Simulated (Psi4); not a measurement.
# A workflow on AlO (oxoaluminum)

Aim: a structure relaxation (UM06-2X/STO-3G), then vibrational wavenumbers, then a single-point energy (UCCSD(T)/cc-pVDZ), then the energy of AlO (oxoaluminum). 

Program for the calculation: Psi4 1.11.

### Step 1. The system as given

The species is AlO (2 atoms), meant as a doublet with charge 0. As SMILES, `[O]=[Al]`. All atoms were displaced at random from a relaxed shape. The run starts from this shape.

Bond lengths: O1–Al2 1.523 Å.

### Step 2. A geometry optimisation at UM06-2X/STO-3G (density fitting) (run 1)

Input file input.dat:

```
memory 1600 mb

molecule mol {
  0 2
  O
  Al 1 1.522836
}

set {
  basis STO-3G
  reference uks
  geom_maxiter 60
}

e = opt('m06-2x')
print_variables()
```

The run is started by

```bash
$ psi4 -n 1 input.dat output.dat
```

output.dat:

```text
[...]
  Running in c2v symmetry.
[...]
  Nuclear repulsion =   36.139433208618662
[...]
  Multiplicity = 2
[...]
  Nalpha       = 11
  Nbeta        = 10
[...]
    Number of basis functions: 14
[...]
   @DF-UKS iter   1:  -313.27091827977983   -6.93435e-01   5.68187e-02 ADIIS/DIIS
[...]
   @DF-UKS iter   8:  -313.58931147191447   -8.52651e-13   8.23970e-09 DIIS
[...]
   @S^2 Observed:                7.607467898E-01
[...]
    Orbital Energies [Eh]
    ---------------------
    Alpha Occupied:
       1A1   -56.101221     2A1   -19.169556     3A1    -4.113709
       4A1    -2.524043     1B1    -2.517446     1B2    -2.517446
       5A1    -0.873537     6A1    -0.292753     2B2    -0.165558
       2B1    -0.165558     7A1    -0.141009
    Alpha Virtual:
       3B1     0.277455     3B2     0.277455     8A1     0.574878
    Beta Occupied:
       1A1   -56.097576     2A1   -19.167342     3A1    -4.109262
[...]
  @DF-UKS Final Energy:  -313.58931147191447
   => Energetics <=
    Nuclear Repulsion Energy =             34.5243694418069254
    One-Electron Energy =                -508.6674169950708801
    Two-Electron Energy =                 173.6426620627592285
    DFT Exchange-Correlation Energy =     -13.0889259814097407
    Empirical Dispersion Energy =           0.0000000000000000
    VV10 Nonlocal Energy =                  0.0000000000000000
    Total Energy =                       -313.5893114719144705
  UHF NO Occupations:
  HONO-2 :    2 B1 1.9996977
  HONO-1 :    6 A1 1.9952197
[...]
 Multipole Moments:
 ------------------------------------------------------------------------------------
     Multipole            Electronic (a.u.)      Nuclear  (a.u.)        Total (a.u.)
 ------------------------------------------------------------------------------------
 L = 1.  Multiply by 2.5417464519 to convert [e a0] to [Debye]
 Dipole X            :          0.0000000            0.0000000            0.0000000
 Dipole Y            :          0.0000000            0.0000000            0.0000000
 Dipole Z            :          1.6160320           -0.5550287            1.0610032
 Magnitude           :                                                    1.0610032
[...]
  -Total Gradient:
     Atom            X                  Y                   Z
    ------   -----------------  -----------------  -----------------
       1        0.000000000000    -0.000000000000    -0.000140843346
       2       -0.000000000000     0.000000000000    -0.000267768755
[...]
    Final optimized geometry and variables:
    Molecular point group: c2v
    Full point group: C_inf_v
    Geometry (in Angstrom), charge = 0, multiplicity = 2:
    O
    AL            1    1.594075
  Variable Map:
  ----------------------------------------------------------------------------
  "CURRENT ENERGY"              =>    -313.589311471914
  "CURRENT REFERENCE ENERGY"    =>    -313.589311471914
  "DD SOLVATION ENERGY"         =>       0.000000000000
  "DFT FUNCTIONAL TOTAL ENERGY" =>    -313.589311471914
  "DFT TOTAL ENERGY"            =>    -313.589311471914
  "DFT VV10 ENERGY"             =>       0.000000000000
[...]
```

On the terminal:

```text
Optimizer: Optimization complete!
```

Wall time 8.4 s (1 thread of Intel Xeon 6975P-C (Granite Rapids), shared host); peak memory 0.25 GiB.

Steps, from the record of the run:

```tsv
step	energy from the first frame kept (eV)	largest force (eV/Å)
0	0.0000	4.0535
1	-0.1319	0.5924
2	-0.1352	0.1111
3	-0.1353	0.0285
4	-0.1353	0.0138
```

After the run. Bond lengths: O1–Al2 1.594 Å.

### Step 3. Vibrational wavenumbers at UM06-2X/STO-3G (density fitting) (run 2)

Input file input.dat:

```
memory 1600 MB

molecule molecule1 {
  0 2
  O      0.083733     0.006093    -0.037228
  Al    -0.024808     0.082488     1.551311
}

set {
  reference uks
  t 298.15
  rotational_symmetry_number 1
}

freq("m06-2x/STO-3G")
print_variables()
```

The run is started by

```bash
$ psi4 input.dat output.dat -n 1
```

output.dat, cut to the lines that bear on the results:

```text
[...]
  Running in c2v symmetry.
[...]
  Nuclear repulsion =   34.524377651814980
[...]
  Multiplicity = 2
[...]
  Nalpha       = 11
  Nbeta        = 10
[...]
    Number of basis functions: 14
[...]
   @DF-UKS iter   1:  -313.24266235618745   -7.36517e-01   5.85895e-02 ADIIS/DIIS
[...]
  Running in cs symmetry.
[...]
   @DF-UKS iter  14:  -313.58931147214952   -6.65068e-12   6.09537e-09 DIIS
[...]
   @S^2 Observed:                7.607467921E-01
[...]
    Orbital Energies [Eh]
    ---------------------
    Alpha Occupied:
       1Ap   -56.101221     2Ap   -19.169556     3Ap    -4.113709
       4Ap    -2.524043     1App   -2.517446     5Ap    -2.517446
       6Ap    -0.873537     7Ap    -0.292753     8Ap    -0.165558
       2App   -0.165558     9Ap    -0.141009
    Alpha Virtual:
      10Ap     0.277455     3App    0.277455    11Ap     0.574878
    Beta Occupied:
       1Ap   -56.097576     2Ap   -19.167342     3Ap    -4.109262
[...]
  @DF-UKS Final Energy:  -313.58931147214952
   => Energetics <=
    Nuclear Repulsion Energy =             34.5243729159124584
    One-Electron Energy =                -508.6674239991821196
    Two-Electron Energy =                 173.6426656304948040
    DFT Exchange-Correlation Energy =     -13.0889260193746164
    Empirical Dispersion Energy =           0.0000000000000000
    VV10 Nonlocal Energy =                  0.0000000000000000
    Total Energy =                       -313.5893114721494612
  UHF NO Occupations:
  HONO-2 :    7 Ap 1.9996977
  HONO-1 :    8 Ap 1.9952197
[...]
 Multipole Moments:
[...]
  -Total Gradient:
     Atom            X                  Y                   Z
    ------   -----------------  -----------------  -----------------
       1        0.000000000000    -0.000000073690    -0.000140687089
       2        0.000000000000    -0.000000140335    -0.000267923908
[...]
  ==> Harmonic Vibrational Analysis <==
[...]
  Freq [cm^-1]                1123.6090
[...]
  IR activ [km/mol]             1.0831
[...]
  Total E_0, Enthalpy at 0 [K]                                                         -313.58675170 [Eh]
[...]
  Total H, Enthalpy at  298.15 [K]                                                     -313.58342434 [Eh]
[...]
  Total G, Gibbs energy at  298.15 [K]                                                 -313.60815262 [Eh]
[...]
```

Wall time 10 s (1 thread of Intel Xeon 6975P-C (Granite Rapids), shared host); peak memory 0.23 GiB.

### Step 4. A single-point energy at UCCSD(T)/cc-pVDZ (run 3)

Input file input.inp:

```
memory 1600 mb

molecule mol {
  0 2
  O
  Al 1 r2

  r2 = 1.594074
}

set globals {
  basis cc-pVDZ
  reference uhf
  scf_type pk
  freeze_core true
}

e, wfn = energy('ccsd(t)', return_wfn=True)
print_variables()
```

The run is started by

```bash
$ psi4 -i input.inp -o input.out -n 1
```

input.out:

```text
Psi4 1.11 release

   => Loading Basis Set <=

    Name: CC-PVDZ
    Role: ORBITAL
    Keyword: BASIS

         ---------------------------------------------------------
                                   SCF
                              UHF Reference
                        1 Threads,   1525 MiB Core
         ---------------------------------------------------------

  ==> Geometry <==

    Molecular point group: c2v
    Full point group: C_inf_v

    Geometry (in Angstrom), charge = 0, multiplicity = 2:

       Center              X                  Y                   Z               Mass
    ------------   -----------------  -----------------  -----------------  -----------------
         O            0.000000000000     0.000000000000    -1.000793827750    15.994914619570
         AL           0.000000000000     0.000000000000     0.593280172250    26.981538530000

  Running in c2v symmetry.

[... 81 lines left out ...]
   @UHF iter   1:  -316.45616358916340   -7.15334e-01   3.75146e-02 DIIS/ADIIS
[... 2 lines left out ...]
   @UHF iter   4:  -316.71995404557606   -5.58537e-03   1.50779e-03 DIIS/ADIIS
[... 2 lines left out ...]
   @UHF iter   7:  -316.72209237025271   -3.82385e-04   4.93616e-04 DIIS/ADIIS
[... 3 lines left out ...]
   @UHF iter  91:  -316.70853326675359    4.61116e-03   6.33737e-03 DIIS/ADIIS
[... 2 lines left out ...]
   @UHF iter  94:  -316.72576690275986    5.87571e-04   1.16257e-03 DIIS/ADIIS
[... 2 lines left out ...]
   @UHF iter  97:  -316.72269985023013    3.01960e-04   1.51007e-03 DIIS/ADIIS
[... 2 lines left out ...]
   @UHF iter 100:  -316.72489718146466   -3.74067e-03   1.56086e-03 DIIS/ADIIS
[... 1 line left out ...]
PsiException: Could not converge SCF iterations in 100 iterations.

  Failed to converge.

psi4.driver.p4util.exceptions.SCFConvergenceError: Could not converge SCF iterations in 100 iterations.

Printing out the relevant lines from the Psithon --> Python processed input file:
    core.IO.set_default_namespace("mol")
    core.set_global_option("BASIS", "cc-pVDZ")
    core.set_global_option("REFERENCE", "uhf")
    core.set_global_option("SCF_TYPE", "pk")
    core.set_global_option("FREEZE_CORE", "true")
--> e, wfn = energy('ccsd(t)', return_wfn=True)
    print_variables()

!-------------------------------------------------------!
!                                                       !
!  Could not converge SCF iterations in 100 iterations. !
!                                                       !
!-------------------------------------------------------!

    Psi4 run time: 0:00:01.66
```

It took 2.6 s on 1 thread of Intel Xeon 6975P-C (Granite Rapids), shared host; peak memory 0.28 GiB.

No converged result was reached.

### Step 5. The energy at UCCSD(T)/cc-pVDZ (run 4)

Changes to input.inp since step 4:

```diff
@@ -15,2 +15,5 @@
   freeze_core true
+  soscf true
+  soscf_start_convergence 0.001
+  maxiter 100
 }
```

The run is started by

```bash
$ psi4 -i input.inp -o input.out -n 1
```

input.out:

```text
[...]
  Running in c2v symmetry.
[...]
  Nuclear repulsion =   34.524388397075668
[...]
  Multiplicity = 2
[...]
  Nalpha       = 11
  Nbeta        = 10
[...]
    Number of basis functions: 32
[...]
   @UHF iter   1:  -316.45616358916340   -7.15334e-01   3.75146e-02 ADIIS/DIIS
[...]
   @UHF iter  88:  -316.73154729385828   -1.53477e-12   7.07685e-09 SOSCF, nmicro=conv
[...]
   @S^2 Observed:                8.007863185E-01
[...]
    Orbital Energies [Eh]
    ---------------------
    Alpha Occupied:
       1A1   -58.500923     2A1   -20.579733     3A1    -4.916543
       4A1    -3.233781     1B1    -3.223633     1B2    -3.223633
       5A1    -1.314645     6A1    -0.657175     2B2    -0.521089
       2B1    -0.521089     7A1    -0.353219
    Alpha Virtual:
       3B2     0.057685     3B1     0.057685     8A1     0.139927
       9A1     0.282573     4B2     0.362391     4B1     0.362391
       1A2     0.421311    10A1     0.421311    11A1     0.421942
       5B1     0.513711     5B2     0.513711    12A1     0.770814
      13A1     1.284588     6B1     1.335051     6B2     1.335051
[...]
  @UHF Final Energy:  -316.73154729385828
   => Energetics <=
    Nuclear Repulsion Energy =             34.5243883970756684
    One-Electron Energy =                -509.3573172222916696
    Two-Electron Energy =                 158.1013815313577027
    Total Energy =                       -316.7315472938582843
  UHF NO Occupations:
  HONO-2 :    2 B1 1.9974662
  HONO-1 :    6 A1 1.9802766
  HONO-0 :    7 A1 1.0000000
  LUNO+0 :    8 A1 0.0197234
  LUNO+1 :    3 B1 0.0025338
[...]
 Multipole Moments:
 ------------------------------------------------------------------------------------
     Multipole            Electronic (a.u.)      Nuclear  (a.u.)        Total (a.u.)
 ------------------------------------------------------------------------------------
 L = 1.  Multiply by 2.5417464519 to convert [e a0] to [Debye]
 Dipole X            :          0.0000000            0.0000000            0.0000000
 Dipole Y            :          0.0000000            0.0000000            0.0000000
 Dipole Z            :          1.3965850           -0.5550284            0.8415566
 Magnitude           :                                                    0.8415566
[...]
      * MP2 total energy                      = -316.938452533267878
[...]
      * CCSD total energy                     = -316.971225673941035
[...]
      * CCSD(T) total energy                     = -316.979719896230790
[...]
```

Run time: 4.2 s. Hardware: 1 thread of Intel Xeon 6975P-C (Granite Rapids), shared host; peak memory 0.28 GiB.

### Step 6. What came out

```
                                                                           quantity                      value
                                     run 1, UM06-2X/STO-3G: total energy at the end              -313.58931 Eh
                                               run 1, UM06-2X/STO-3G: dipole moment                     2.70 D
                          run 1, UM06-2X/STO-3G: HOMO energy (highest over α and β)                   -3.81 eV
                           run 1, UM06-2X/STO-3G: LUMO energy (lowest over α and β)                    2.91 eV
                                                 run 1, UM06-2X/STO-3G: bond length                    1.594 Å
                                                        run 1, UM06-2X/STO-3G: ⟨S²⟩                      0.761
                                         run 2, UM06-2X/STO-3G: harmonic wavenumber                  1124 cm⁻¹
                                           run 2, UM06-2X/STO-3G: zero-point energy                 6.7 kJ/mol
   run 2, UM06-2X/STO-3G: ideal-gas entropy at 298.15 K (symmetry number 1 as used)           52.0 cal/(mol K)
                                              run 4, UCCSD(T)/cc-pVDZ: total energy              -316.97972 Eh
run 4, UCCSD(T)/cc-pVDZ: HOMO energy (Hartree–Fock orbitals) (highest over α and β)                   -9.61 eV
 run 4, UCCSD(T)/cc-pVDZ: LUMO energy (Hartree–Fock orbitals) (lowest over α and β)                    0.72 eV
               run 4, UCCSD(T)/cc-pVDZ: correlation energy (6 core orbitals frozen)                 -248.2 mEh
                                            run 4, UCCSD(T)/cc-pVDZ: (T) correction                  -8.49 mEh
                         run 4, UCCSD(T)/cc-pVDZ: ⟨S²⟩ of the reference determinant                      0.801
                                             run 4, UCCSD(T)/cc-pVDZ: T1 diagnostic                      0.142
                                                            run 3, UCCSD(T)/cc-pVDZ  no result (not converged)
```

What this shows: The optimisation (run 1, UM06-2X/STO-3G) took 5 steps and changed the energy by -0.135 eV. The one mode (run 2, UM06-2X/STO-3G) is real, so the shape is a minimum at this level. The T1 diagnostic (run 4, UCCSD(T)/cc-pVDZ) of 0.142 is above the customary mark for such species, so a single reference may not serve. The triples (run 4, UCCSD(T)/cc-pVDZ) make up 3.4 % of the correlation energy. 1 of the 4 runs did not end normally.
